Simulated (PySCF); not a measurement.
# B3LYP/STO-6G run of NF3 (nitrogen trifluoride)

Aim: the vertical ionisation energy of NF3 (nitrogen trifluoride) at B3LYP/STO-6G, from 2 runs. The job is set up through a Python script.

The calculation is run with PySCF 2.14.0.

6 further runs of the same task are left out: 6 set aside as unsound or not needed.

## (1) The system as given

NF3: 4 atoms, total charge 0, spin state singlet. SMILES: `FN(F)F`. The coordinates come from a GFN2-xTB relaxation.

Bond lengths: F1–N2 1.359 Å, N2–F3 1.359 Å, N2–F4 1.359 Å. Angles: F1–N2–F3 103.3°, F1–N2–F4 103.2°, F3–N2–F4 103.2°.

## (2) The energy at B3LYP/STO-6G

job.py

```python
# FN(F)F
from pyscf import gto, dft

molecule = gto.M(
    atom=[
    ('F', (0.623050, -0.000560, 1.070480)),
    ('N', (0.341300, -0.071640, -0.257040)),
    ('F', (-0.635810, -1.014280, -0.318110)),
    ('F', (-0.328540, 1.086490, -0.495330)),
],
    basis='sto-6g',
    verbose=3,
    max_memory=1860,
)

calc0 = dft.RKS(molecule, xc='b3lyp')
calc0.conv_tol = 1e-10
calc0.grids.level = 5
calc0.kernel()
if not calc0.converged:
    calc0 = calc0.newton().run(calc0.mo_coeff, calc0.mo_occ)

energy = calc0.e_tot
print(f'total energy: {energy:.8f} hartree')
```

Started as:

```
$ OMP_NUM_THREADS=1 python job.py
```

What it wrote:

```text
converged SCF energy = -352.38649237295
total energy: -352.38649237 hartree
```

Wall time 4.2 s (1 thread of Intel Xeon Platinum 8375C at 2.90GHz (Ice Lake), shared host); peak memory 0.2 GiB.

## (3) The doublet cation, same level

input.py

```python
from pyscf import gto, dft

mol = gto.Mole()
mol.atom = '''
F    0.623050  -0.000560   1.070480
N    0.341300  -0.071640  -0.257040
F   -0.635810  -1.014280  -0.318110
F   -0.328540   1.086490  -0.495330
'''
mol.max_memory = 1860
mol.spin = 1
mol.charge = 1
mol.basis = 'sto-6g'
mol.verbose = 3
mol.build()

mf = dft.UKS(mol, xc='b3lyp')
mf.conv_tol = 1e-10
mf.grids.level = 5
mf.kernel()
if not mf.converged:
    mf = mf.newton().run(mf.mo_coeff, mf.mo_occ)

etot = mf.e_tot
print('Final energy', etot)
```

Started as:

```
$ OMP_NUM_THREADS=1 python input.py
```

What it wrote:

```text
converged SCF energy = -352.041904684837  <S^2> = 0.75901507  2S+1 = 2.0089948
Final energy -352.0419046848373
```

Run time: 7.5 s. Hardware: 1 thread of Intel Xeon Platinum 8375C at 2.90GHz (Ice Lake), shared host; peak memory 0.21 GiB.

## (4) Summary of results

Level: B3LYP/STO-6G.

```
                                          quantity          value
                         singlet NF3: total energy  -352.38649 Eh
                        singlet NF3: dipole moment         0.56 D
                          singlet NF3: HOMO energy       -4.80 eV
                          singlet NF3: LUMO energy        5.53 eV
                        singlet NF3: HOMO–LUMO gap       10.33 eV
                      doublet cation: total energy  -352.04190 Eh
doublet cation: HOMO energy (highest over α and β)      -17.53 eV
 doublet cation: LUMO energy (lowest over α and β)      -13.91 eV
                              doublet cation: ⟨S²⟩          0.759
vertical ionisation energy (to the doublet cation)       9.377 eV
```

What this shows: The vertical ionisation energy comes to 9.38 eV (905 kJ/mol). The negative HOMO energy of the first species, 4.80 eV, lies 4.58 eV below that difference. In a minimal basis such a difference can be off by several eV, whatever the method. Mulliken charges (singlet NF3) run from -0.04 on F1 to +0.11 on N2; they depend strongly on the basis. Mulliken charges (doublet cation) run from +0.21 on F1 to +0.36 on N2; they depend strongly on the basis.
